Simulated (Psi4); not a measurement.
C4H8O2 (1,4-dioxane): the vertical ionisation energy from total energies

C4H8O2 has 14 atoms, charge 0, and is taken as a singlet. SMILES: `C1COCCO1`. The shape is that of a PBE0-D4/def2-TZVP optimisation. This is one conformer, not always the lowest.

Both states at this one shape; open shells run unrestricted unless said. 1 Eh = 27.2114 eV.

```
                               level  program  singlet C4H8O2 (Eh)  doublet [C4H8O2]+ (Eh)  HOMO of the first (eV)
   TPSS/6-31G* (spherical functions)     Psi4          -307.697842             -307.390149                   -5.16
  B3LYP/6-31G* (Cartesian functions)     Psi4          -307.657534             -307.333491                   -6.41
  HSE06/6-31G* (spherical functions)     Psi4          -307.331977             -307.007016                   -6.26
wB97M-V/6-31G* (spherical functions)     Psi4          -307.526929             -307.193248                   -9.02
```

Work out the vertical ionisation energy at each level.


1. TPSS/6-31G* (spherical functions): -307.390149 − (-307.697842) = 0.307693 Eh = 8.37 eV; −ε(HOMO) = 5.16 eV.
2. B3LYP/6-31G* (Cartesian functions): -307.333491 − (-307.657534) = 0.324043 Eh = 8.82 eV; −ε(HOMO) = 6.41 eV.
3. HSE06/6-31G* (spherical functions): -307.007016 − (-307.331977) = 0.324961 Eh = 8.84 eV; −ε(HOMO) = 6.26 eV.
4. wB97M-V/6-31G* (spherical functions): -307.193248 − (-307.526929) = 0.333681 Eh = 9.08 eV; −ε(HOMO) = 9.02 eV.

No measured value is set beside it here; the levels span 8.37 to 9.08 eV. In semi-local functionals −ε(HOMO) lies far under the ionisation energy, a result of self-interaction.
